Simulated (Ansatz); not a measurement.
Input file:

```yaml
crystal:
  periodic: [false, false, false]
  atoms:
    - { symbol: C, position_ang: [-0.4353, -1.0969, 0.9621] }
    - { symbol: C, position_ang: [0.2782, -0.1, 0.0534] }
    - { symbol: O, position_ang: [1.6608, -0.1417, 0.373] }
    - { symbol: C, position_ang: [0.0559, -0.1998, -1.4299] }
    - { symbol: "N", position_ang: [-0.4769, 0.9687, -1.5766] }
    - { symbol: C, position_ang: [-0.3417, 1.3094, -0.126] }
    - { symbol: H, position_ang: [-0.0771, -2.0717, 0.8497] }
    - { symbol: H, position_ang: [-1.5134, -1.0506, 0.701] }
    - { symbol: H, position_ang: [-0.3803, -0.7445, 2.0437] }
    - { symbol: H, position_ang: [2.1117, 0.5074, -0.1862] }
    - { symbol: H, position_ang: [0.1465, -1.0586, -2.0764] }
    - { symbol: H, position_ang: [-1.2839, 1.4747, 0.3852] }
    - { symbol: H, position_ang: [0.276, 2.1687, 0.0421] }
basis:
  gaussian: { orbitals: cc-pVDZ }
hamiltonian:
  xc: { name: BHLYP }
relax:
  f_tol: 0.015
  max_steps: 40
output:
  orbitals: {}
```

Command:

```bash
$ ansatz run input.yaml --threads 2 --pin off --max-ram 3072MiB --backend cpu --events-out ev --progress --plain --runs-dir out
```

Hardware: 2 threads of AMD EPYC 9B14 (Zen 4), with other jobs on the host.

Q: Roughly how long does this run take, and how much memory?

A: 23 s, with a peak of 0.29 GiB, for 8 ionic steps.
